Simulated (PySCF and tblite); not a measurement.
The numbers below are computed, except where a source is named.
System: C3H8OS, numbered as in [CH3:1][CH2:2][S@@:3]([CH3:4])=[O:5].

For the rotation about the C2–S3 bond (torsion C1–C2–S3–C4 from -71° to -172°, falling): electronic barrier 2.39 kcal/mol, zero-point change -0.11 kcal/mol, thermal and entropy terms at 350 K a further 0.59 kcal/mol (symmetry numbers apart). The minimum is C1, the saddle C1. Level: CAM-B3LYP/pcSseg-1 + D3(BJ) on GFN2-xTB stationary points, with GFN2-xTB thermal terms. Rate constants are transition-state-theory values, counting equivalent paths, without tunnelling. Run with tblite and PySCF.

(1) How many equivalent paths lead out of the minimum?

(2) Work out the rate at 350 K.

Results:

(1) 1: the symmetry number of the minimum is 1, that of the saddle displaced along its mode 1.

(2) ΔG‡ = 2.87 kcal/mol; k_B T/h = 7.3×10¹² s⁻¹; exp(−ΔG‡/RT) = 0.016; times 1 gives k = 1.2×10¹¹ s⁻¹. Wigner's tunnelling factor for the 81i cm⁻¹ mode would be 1.00.
